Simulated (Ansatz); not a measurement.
The same path of BH$_{3}$O$_{2}$ (6 atoms, charge 0, multiplicity 1) was run twice with different band settings. Lost on the way: B1–H2, B1–O3. Made: H2–O3.

Method: Ansatz 0.2.0, RKS r2SCAN-D4/6-31G*.

Relaxed end points:

```xyz
6
Properties=species:S:1:pos:R:3
B 0.202 -0.301 0.100
H 0.075 -0.322 1.302
O 1.431 -0.321 -0.490
H 2.132 -0.353 0.173
O -0.875 -0.256 -0.733
H -1.700 -0.245 -0.231
```

```xyz
6
Properties=species:S:1:pos:R:3
B -0.734 -0.524 0.417
H 1.290 -0.108 0.900
O 2.039 0.127 0.315
H 2.321 -0.739 -0.017
O -1.344 -0.235 -0.701
H -2.307 -0.319 -0.794
```

Common settings: climbing image yes; spring 5.0 eV/Å²; optimiser quadratic models (default); start path through a guess of the saddle point; force threshold 0.03 eV/Å; iteration limit 60; end points relaxed.

| run | movable images |
| --- | --- |
| 1 | 5 |
| 2 | 2 |

Q: What does each run give, and how far can it be trusted?

A: Run 1: converged after 34 iterations, highest image 4.666 eV above the first end. The profile has 2 maxima (images 1, 4) with wells between them (image 2): this band takes more than one step, which may be the mechanism or a detour left from its start path. Neighbouring images differ by up to 3.2 eV, so the band resolves the path poorly. A vibrational analysis at the climbing image gives one clearly imaginary mode, 1120i cm⁻¹: a first-order saddle point.
Run 2: converged after 39 iterations, highest image 5.212 eV above the first end. Neighbouring images differ by up to 4.0 eV, so the band resolves the path poorly. The order of the stationary point at the top wasn't checked. So few images can step over the top or miss a turn of the path.
The orbitals stay closed-shell, which can raise the energy where a bond breaks towards radicals; this wasn't checked here.
